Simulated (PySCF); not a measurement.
Atomic charges against the basis set

Species: C3H5FOS.
Atom-mapped SMILES: `[CH3:1][S@:2](=[O:3])/[CH:4]=[CH:5]/[F:6]` (hydrogens: H7, H8, H9 on C1; H10 on C4; H11 on C5)

PBE0 throughout (PySCF), one geometry, spherical d and f functions. Geometry: PBE0-D3(BJ)/def2-SVP, one conformer, isolated molecule. Atoms taken as equivalent share a column and are averaged. The first 7 of 9 kinds of atom are listed.

Mulliken charges (e):

```
        basis  functions      C1      S2      O3      C4      C5      F6  H7/H8/H9
       STO-3G         39  -0.336  +0.633  -0.458  -0.251  +0.015  -0.061    +0.091
        6-31G         68  -0.740  +0.942  -0.723  -0.541  +0.213  -0.297    +0.226
     pcSseg-0         68  -0.860  +0.954  -0.819  -0.614  +0.248  -0.335    +0.285
       6-31G*         98  -0.726  +0.826  -0.651  -0.492  +0.217  -0.282    +0.222
     def2-SVP        113  -0.162  +0.486  -0.584  -0.251  +0.259  -0.190    +0.091
      cc-pVDZ        113  -0.203  +0.555  -0.540  -0.284  +0.239  -0.152    +0.086
  aug-cc-pVDZ        187  +0.181  +0.945  -0.918  +0.293  +0.813  -0.433    -0.059
6-311+G(2d,p)        200  -0.571  +0.565  -0.560  +0.036  -0.101  -0.254    +0.187
    def2-TZVP        222  -0.377  +0.480  -0.543  -0.240  +0.083  -0.165    +0.148
      cc-pVTZ        254  -0.279  +0.498  -0.528  -0.266  +0.130  -0.141    +0.112
     IGLO-III        269  -0.497  +0.786  -0.681  -0.206  +0.117  -0.223    +0.159
```

IAO charges (e):

```csv
basis,functions,C1,S2,O3,C4,C5,F6,H7/H8/H9
STO-3G,39,-0.523,+0.838,-0.585,-0.364,+0.017,-0.075,+0.140
6-31G,68,-0.574,+0.968,-0.819,-0.394,+0.137,-0.227,+0.178
pcSseg-0,68,-0.574,+0.950,-0.795,-0.405,+0.145,-0.215,+0.177
6-31G*,98,-0.576,+1.114,-0.890,-0.425,+0.172,-0.237,+0.165
def2-SVP,113,-0.560,+1.105,-0.888,-0.418,+0.171,-0.238,+0.162
cc-pVDZ,113,-0.571,+1.106,-0.880,-0.423,+0.167,-0.238,+0.164
aug-cc-pVDZ,187,-0.574,+1.122,-0.912,-0.417,+0.167,-0.254,+0.169
"6-311+G(2d,p)",200,-0.586,+1.153,-0.926,-0.425,+0.167,-0.255,+0.170
def2-TZVP,222,-0.591,+1.168,-0.930,-0.432,+0.172,-0.254,+0.170
cc-pVTZ,254,-0.589,+1.148,-0.917,-0.429,+0.171,-0.251,+0.170
IGLO-III,269,-0.592,+1.167,-0.931,-0.430,+0.169,-0.255,+0.170
```

Hirshfeld charges (e):

| basis | functions | C1 | S2 | O3 | C4 | C5 | F6 | H7/H8/H9 |
| --- | --- | --- | --- | --- | --- | --- | --- | --- |
| STO-3G | 39 | -0.076 | +0.427 | -0.366 | -0.135 | +0.033 | -0.014 | +0.022 |
| 6-31G | 68 | -0.109 | +0.363 | -0.419 | -0.116 | +0.058 | -0.075 | +0.056 |
| pcSseg-0 | 68 | -0.118 | +0.397 | -0.403 | -0.124 | +0.056 | -0.064 | +0.049 |
| 6-31G* | 98 | -0.107 | +0.305 | -0.373 | -0.110 | +0.059 | -0.066 | +0.055 |
| def2-SVP | 113 | -0.124 | +0.351 | -0.370 | -0.117 | +0.053 | -0.063 | +0.053 |
| cc-pVDZ | 113 | -0.122 | +0.331 | -0.356 | -0.116 | +0.049 | -0.057 | +0.053 |
| aug-cc-pVDZ | 187 | -0.133 | +0.328 | -0.358 | -0.116 | +0.051 | -0.073 | +0.058 |
| 6-311+G(2d,p) | 200 | -0.125 | +0.319 | -0.357 | -0.116 | +0.052 | -0.076 | +0.058 |
| def2-TZVP | 222 | -0.128 | +0.312 | -0.351 | -0.114 | +0.053 | -0.072 | +0.058 |
| cc-pVTZ | 254 | -0.130 | +0.317 | -0.352 | -0.114 | +0.053 | -0.068 | +0.057 |
| IGLO-III | 269 | -0.133 | +0.330 | -0.352 | -0.115 | +0.049 | -0.074 | +0.057 |

Some averages cover members that differ in this geometry, most widely: H7/H8/H9, Mulliken in aug-cc-pVDZ -0.083 to -0.026; H7/H8/H9, Mulliken in IGLO-III +0.137 to +0.173; H7/H8/H9, Mulliken in 6-31G +0.207 to +0.237; H7/H8/H9, Mulliken in 6-31G* +0.206 to +0.233 e.

Problem. Which scheme is steadiest as the basis changes?

Solution. Largest range over the bases for any column: Hirshfeld 0.12 e, IAO 0.35 e, Mulliken 1.04 e. Hirshfeld charges move least and Mulliken charges most, counted in e. Without the minimal STO-3G basis the ranges are Hirshfeld 0.09, IAO 0.22, Mulliken 1.04 e.

Problem. How much do the charges still move between the two largest bases, cc-pVTZ and IGLO-III?

Solution. At most, over all atoms: Mulliken 0.288 e, IAO 0.019 e, Hirshfeld 0.013 e.

Problem. What do the same runs give for the total energy, the frontier levels and the dipole moment?

Solution. 
| basis | energy (Eh) | HOMO (eV) | LUMO (eV) | μ (D) |
| --- | --- | --- | --- | --- |
| STO-3G | -681.6780 | -1.74 | 3.49 | 2.27 |
| 6-31G | -689.8467 | -6.58 | -0.25 | 3.74 |
| pcSseg-0 | -688.8244 | -6.61 | -0.47 | 3.44 |
| 6-31G* | -690.0187 | -6.58 | -0.04 | 3.15 |
| def2-SVP | -689.6955 | -6.68 | -0.31 | 3.22 |
| cc-pVDZ | -690.0563 | -6.57 | -0.19 | 3.13 |
| aug-cc-pVDZ | -690.0909 | -6.93 | -0.62 | 3.40 |
| 6-311+G(2d,p) | -690.1638 | -6.98 | -0.64 | 3.40 |
| def2-TZVP | -690.2021 | -6.93 | -0.50 | 3.28 |
| cc-pVTZ | -690.1862 | -6.85 | -0.42 | 3.24 |
| IGLO-III | -690.2018 | -6.95 | -0.56 | 3.33 |

The dipole is fixed by the density alone, so its range of 1.47 D shows that the density itself changes with the basis, not only its division among atoms.
